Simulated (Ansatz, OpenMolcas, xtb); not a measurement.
## A small benchmark: dipole moment

10 molecules holding an element from Na to Cl; the dipole moment in D, computed less measured. Shapes, held fixed at every level: PBE0-D4/def2-TZVP. No vibrational averaging. Dipoles are compared by magnitude; molecules under 1 D, whose direction can flip, are left out. Programs: Ansatz 0.2.0, OpenMolcas 26.06, xtb 6.7.1. Measured values: NIST CCCBDB.

Levels: A = GFN1-xTB; B = r2SCAN-D4/def2-TZVPP; C = B3LYP/6-31G* (spherical functions); D = wB97M-V/def2-TZVPP.

```json
{"molecule": "SF2 (sulfur difluoride)", "measured": "1.05", "A": "+0.50", "B": "-0.12", "C": "+0.09", "D": "+0.10"}
{"molecule": "PF3 (phosphorus trifluoride)", "measured": "1.03", "A": "+0.51", "B": "-0.18", "C": "-0.06", "D": "+0.04"}
{"molecule": "CH3Cl (chloromethane)", "measured": "1.87", "A": "+0.03", "B": "+0.05", "C": "+0.14", "D": "+0.01"}
{"molecule": "CHCl2F (dichlorofluoromethane)", "measured": "1.29", "A": "+0.38", "B": "-0.06", "C": "+0.05", "D": "-0.04"}
{"molecule": "SiH2Cl2 (dichlorosilane (DCS))", "measured": "1.13", "A": "+0.17", "B": "-0.02", "C": "+0.43", "D": "0.00"}
{"molecule": "SiH3Cl (chlorosilane)", "measured": "1.31", "A": "-0.31", "B": "-0.09", "C": "+0.37", "D": "-0.07"}
{"molecule": "SO2F2 (sulfuryl fluoride)", "measured": "1.12", "A": "+0.18", "B": "+0.02", "C": "+0.06", "D": "+0.04"}
{"molecule": "C2H3Cl (SMILES C=CCl)", "measured": "1.45", "A": "-0.03", "B": "-0.09", "C": "+0.06", "D": "-0.07"}
{"molecule": "C2H3ClO (acetyl chloride)", "measured": "2.72", "A": "+0.76", "B": "+0.08", "C": "+0.05", "D": "+0.06"}
{"molecule": "C2H4Cl2 (1,1-dichloroethane)", "measured": "2.06", "A": "+0.17", "B": "+0.03", "C": "+0.11", "D": "-0.04"}
```

**Question.** Which level does best on this set, which worst, and which err to one side?

**Answer.** 
| level | kind | mean error | mean absolute error | worst case |
| --- | --- | --- | --- | --- |
| GFN1-xTB | semi-empirical | +0.236 | 0.304 | C2H3ClO |
| r2SCAN-D4/def2-TZVPP | meta-GGA | -0.038 | 0.074 | PF3 |
| B3LYP/6-31G* (spherical functions) | global hybrid | +0.130 | 0.142 | SiH2Cl2 |
| wB97M-V/def2-TZVPP | range-separated hybrid | +0.003 | 0.047 | SF2 |

On this set wB97M-V/def2-TZVPP has the smallest mean absolute error and GFN1-xTB the largest. GFN1-xTB is too high in 8 of 10; B3LYP/6-31G* (spherical functions) is too high in 9 of 10. The levels differ in basis as well as in method. The set is small.
